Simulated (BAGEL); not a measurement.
# C2H7Al (SMILES C[CH2][AlH2]): HF/3-21G (density fitting with qzvpp-jkfit)

What is the vertical ionisation energy of C2H7Al at HF/3-21G (density fitting with qzvpp-jkfit)? 

The results are computed with BAGEL 1.2.2.

1 further run of the same task is left out (it didn't finish).

**1. The structure to begin with**

The species is C2H7Al (10 atoms), meant as a singlet with charge 0. As SMILES, `C[CH2][AlH2]`. The coordinates come from a PBE0-D4/def2-TZVP relaxation.

Bond lengths: C1–C2 1.528 Å, C2–Al3 1.958 Å, C1–H4 1.094 Å, C1–H5 1.093 Å, C1–H6 1.093 Å, C2–H7 1.099 Å, C2–H8 1.099 Å, Al3–H9 1.592 Å, Al3–H10 1.592 Å. Some angles: C1–C2–Al3 116.9°, C1–C2–H7 110.4°, C1–C2–H8 110.4°, Al3–C2–H7 107.2°, Al3–C2–H8 107.3°, C2–C1–H4 112.2°, C2–C1–H5 111.7°, C2–C1–H6 111.7°, C2–Al3–H9 119.8°, C2–Al3–H10 121.0°.

**2. The energy at HF/3-21G (density fitting with qzvpp-jkfit)**

File job.json:

```json
{ "bagel": [

{
  "title": "molecule",
  "basis": "3-21g",
  "df_basis": "qzvpp-jkfit",
  "angstrom": true,
  "geometry": [
    { "atom": "C", "xyz": [   -0.939200,    0.315000,   -0.881100 ] },
    { "atom": "C", "xyz": [   -0.218500,   -0.592500,    0.114200 ] },
    { "atom": "Al", "xyz": [    1.379400,    0.134900,    0.981700 ] },
    { "atom": "H", "xyz": [   -1.818700,   -0.166800,   -1.319100 ] },
    { "atom": "H", "xyz": [   -0.285500,    0.607100,   -1.707400 ] },
    { "atom": "H", "xyz": [   -1.279400,    1.241200,   -0.410000 ] },
    { "atom": "H", "xyz": [    0.075900,   -1.534200,   -0.370400 ] },
    { "atom": "H", "xyz": [   -0.905800,   -0.910100,    0.910700 ] },
    { "atom": "H", "xyz": [    2.176600,   -0.747600,    2.039500 ] },
    { "atom": "H", "xyz": [    1.898300,    1.601800,    0.644700 ] }
  ]
},
{ "title": "hf" },
{ "title": "print", "file": "orbitals.molden", "orbitals": true }

]}
```

On the command line:

```
$ BAGEL_NUM_THREADS=1 BAGEL job.json > job.out
```

The program printed:

```text
* using 1 threads per process

  ===============================================================
  ===============================================================

  *** Geometry ***

  { "atom" : "C", "xyz" : [     -1.774831,      0.595264,     -1.665038 ] },
  { "atom" : "C", "xyz" : [     -0.412905,     -1.119663,      0.215807 ] },
  { "atom" : "Al", "xyz" : [      2.606688,      0.254924,      1.855144 ] },
  { "atom" : "H", "xyz" : [     -3.436845,     -0.315206,     -2.492738 ] },
  { "atom" : "H", "xyz" : [     -0.539517,      1.147253,     -3.226518 ] },
  { "atom" : "H", "xyz" : [     -2.417716,      2.345528,     -0.774788 ] },
  { "atom" : "H", "xyz" : [      0.143430,     -2.899218,     -0.699955 ] },
  { "atom" : "H", "xyz" : [     -1.711714,     -1.719840,      1.720974 ] },
  { "atom" : "H", "xyz" : [      4.113178,     -1.412759,      3.854096 ] },
  { "atom" : "H", "xyz" : [      3.587267,      3.026963,      1.218306 ] },

  Number of auxiliary basis functions:      404

  Since a DF basis is specified, we compute 2- and 3-index integrals:
    o Being stored without compression. Storage requirement is 0.007 GB

  Number of basis functions:       45
  Number of electrons      :       32

    * METHOD: MOLECULE                             0.09

  *** RHF ***

  === Nuclear Repulsion ===
    96.9666891596

      * DIIS with orbital gradients will be used.

  === RHF iteration (3-21g) ===
      0       -319.87422181          0.01938966           0.01
      1       -319.92963675          0.00649326           0.01
      2       -319.93774436          0.00178435           0.01
      3       -319.93836788          0.00011596           0.01
      4       -319.93837409          0.00003623           0.01
      5       -319.93837445          0.00000724           0.01
      6       -319.93837448          0.00000237           0.01
      7       -319.93837448          0.00000033           0.01
      8       -319.93837448          0.00000008           0.01
      9       -319.93837448          0.00000003           0.01
     10       -319.93837448          0.00000001           0.01
    * SCF iteration converged.

    * Permanent dipole moment:
           (    0.177585,     0.111175,     0.081815) a.u.

    * METHOD: HF                                   0.21

    * METHOD: PRINT                                0.00

  ===============================================================
```

It took 0.46 s on 1 thread of Arm Neoverse V2, shared host.

**3. The doublet cation at the same level**

File input.json:

```json
{ "bagel" : [

{
  "title" : "molecule",
  "basis" : "3-21g",
  "df_basis" : "qzvpp-jkfit",
  "angstrom" : "true",
  "geometry" : [
    { "atom" : "C", "xyz" : [   -0.939200,    0.315000,   -0.881100 ] },
    { "atom" : "C", "xyz" : [   -0.218500,   -0.592500,    0.114200 ] },
    { "atom" : "Al", "xyz" : [    1.379400,    0.134900,    0.981700 ] },
    { "atom" : "H", "xyz" : [   -1.818700,   -0.166800,   -1.319100 ] },
    { "atom" : "H", "xyz" : [   -0.285500,    0.607100,   -1.707400 ] },
    { "atom" : "H", "xyz" : [   -1.279400,    1.241200,   -0.410000 ] },
    { "atom" : "H", "xyz" : [    0.075900,   -1.534200,   -0.370400 ] },
    { "atom" : "H", "xyz" : [   -0.905800,   -0.910100,    0.910700 ] },
    { "atom" : "H", "xyz" : [    2.176600,   -0.747600,    2.039500 ] },
    { "atom" : "H", "xyz" : [    1.898300,    1.601800,    0.644700 ] }
  ]
},
{ "title" : "uhf", "charge" : 1, "nopen" : 1 },
{ "title" : "print", "file" : "orbitals.molden", "orbitals" : "true" }

]}
```

On the command line:

```
$ BAGEL_NUM_THREADS=1 BAGEL input.json > input.out
```

The program printed:

```text
* using 1 threads per process

  ===============================================================
  ===============================================================

  *** Geometry ***

  { "atom" : "C", "xyz" : [     -1.774831,      0.595264,     -1.665038 ] },
  { "atom" : "C", "xyz" : [     -0.412905,     -1.119663,      0.215807 ] },
  { "atom" : "Al", "xyz" : [      2.606688,      0.254924,      1.855144 ] },
  { "atom" : "H", "xyz" : [     -3.436845,     -0.315206,     -2.492738 ] },
  { "atom" : "H", "xyz" : [     -0.539517,      1.147253,     -3.226518 ] },
  { "atom" : "H", "xyz" : [     -2.417716,      2.345528,     -0.774788 ] },
  { "atom" : "H", "xyz" : [      0.143430,     -2.899218,     -0.699955 ] },
  { "atom" : "H", "xyz" : [     -1.711714,     -1.719840,      1.720974 ] },
  { "atom" : "H", "xyz" : [      4.113178,     -1.412759,      3.854096 ] },
  { "atom" : "H", "xyz" : [      3.587267,      3.026963,      1.218306 ] },

  Number of auxiliary basis functions:      404

  Since a DF basis is specified, we compute 2- and 3-index integrals:
    o Being stored without compression. Storage requirement is 0.007 GB

  Number of basis functions:       45
  Number of electrons      :       32

    * METHOD: MOLECULE                             0.09

  *** Open-shell HF ***

  === Nuclear Repulsion ===
    96.9666891596

      * DIIS with orbital gradients will be used.

  === UHF iteration (3-21g) ===
      0       -319.54274688          0.02732347           0.03
      1       -319.59456557          0.00717065           0.03
      2       -319.60004249          0.00321225           0.03
      3       -319.60144454          0.00160584           0.03
      4       -319.60196546          0.00064787           0.03
      5       -319.60212064          0.00013926           0.03
      6       -319.60213159          0.00007489           0.03
      7       -319.60213455          0.00004213           0.03
      8       -319.60213539          0.00002015           0.03
      9       -319.60213559          0.00000696           0.03
     10       -319.60213562          0.00000367           0.03
     11       -319.60213563          0.00000178           0.03
     12       -319.60213564          0.00000084           0.03
     13       -319.60213564          0.00000055           0.03
     14       -319.60213564          0.00000042           0.03
     15       -319.60213564          0.00000029           0.03
     16       -319.60213564          0.00000015           0.03
     17       -319.60213564          0.00000008           0.03
     18       -319.60213564          0.00000004           0.03
     19       -319.60213564          0.00000002           0.03
     20       -319.60213564          0.00000001           0.03
    * SCF iteration converged.

    * S^2 (UHF) is 0.7617

    * Permanent dipole moment:
           (    0.229151,     0.436826,    -0.037691) a.u.

    * METHOD: UHF                                  0.66

    * METHOD: PRINT                                0.00

  ===============================================================
```

It took 0.92 s on 1 thread of Arm Neoverse V2, shared host.

**4. Summary of results**

At HF/3-21G (density fitting with qzvpp-jkfit):

```
                                          quantity          value
                      singlet C2H7Al: total energy  -319.93837 Eh
                     singlet C2H7Al: dipole moment         0.57 D
                       singlet C2H7Al: HOMO energy      -10.42 eV
                       singlet C2H7Al: LUMO energy        1.38 eV
                     singlet C2H7Al: HOMO–LUMO gap       11.80 eV
                      doublet cation: total energy  -319.60214 Eh
                              doublet cation: ⟨S²⟩          0.762
vertical ionisation energy (to the doublet cation)       9.150 eV
```

Removing an electron at fixed nuclei costs 9.15 eV (211 kcal/mol). −ε(HOMO) before ionisation, 10.42 eV, is 1.27 eV above this ionisation energy.
